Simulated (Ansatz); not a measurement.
Two structures, one formula

Two relaxed structures of CH4S2, closed shell (PBE0-D4/def2-TZVP; forces vanish, vibrations not checked).

A:

| atom | x (Å) | y (Å) | z (Å) |
| --- | --- | --- | --- |
| S1 | -1.1800 | 2.0371 | -0.4256 |
| C2 | -0.1914 | 0.6401 | -0.2301 |
| S3 | 1.4205 | 0.6667 | -0.2664 |
| H4 | -2.3712 | 1.4218 | -0.3071 |
| H5 | 0.2524 | -2.7414 | 0.2821 |
| H6 | -0.7488 | -0.2852 | -0.0765 |
| H7 | 0.7511 | -2.1908 | 0.1873 |

B:

```
atom    x (Å)    y (Å)    z (Å)
  S1  -0.7037  -0.0487  -1.6285
  C2  -0.6019  -0.3007  -0.0496
  S3   2.6371   0.1918   0.9787
  H4   2.2893   1.2423   0.2200
  H5  -0.3875  -1.2823   0.3719
  H6  -0.7517   0.4953   0.6792
  H7   2.6805  -0.6241  -0.0854
```

Ansatz 0.2.0; basis: def2-TZVPP; cores frozen in the correlated methods. B3LYP uses VWN-RPA correlation.

Q: Which structure is lower at CCSD(T), and by how much? (An estimate is asked for; the value comes from the calculation.)

A: By the calculation: B, by 0.376 eV (electronic energy, against the other). By their contacts, A is a complex of CH₂S₂ ([S][CH][SH]) + H₂ and B is a complex of CH₂S ([CH2][S]) + H₂S.

All methods give the same order:

```tsv
method	E(B) − E(A) (eV)
PBE-D4	-0.093
r2SCAN-D4	-0.144
PBE0-D4	-0.218
B3LYP-D4	-0.242
wB97M-V	-0.333
HF	-0.619
MP2	-0.251
CCSD	-0.460
CCSD(T)	-0.376
```

The T1 diagnostic stays at or below 0.017. The restricted Hartree–Fock reference is unstable towards an unrestricted one at one or more of these structures.

Labels in which every atom is bracketed show which atoms are joined, not bond orders.

For scale, one of the runs: CCSD(T)/def2-TZVPP, 171 basis functions, launched by `ansatz run in.yaml --threads 2 --pin off --events-out ev --progress --plain --max-ram 4352MiB`. Time: 9 s of wall clock on 2 CPU threads of an Intel Xeon 6975P-C; the host was shared. Peak host memory: 1.5 GiB.
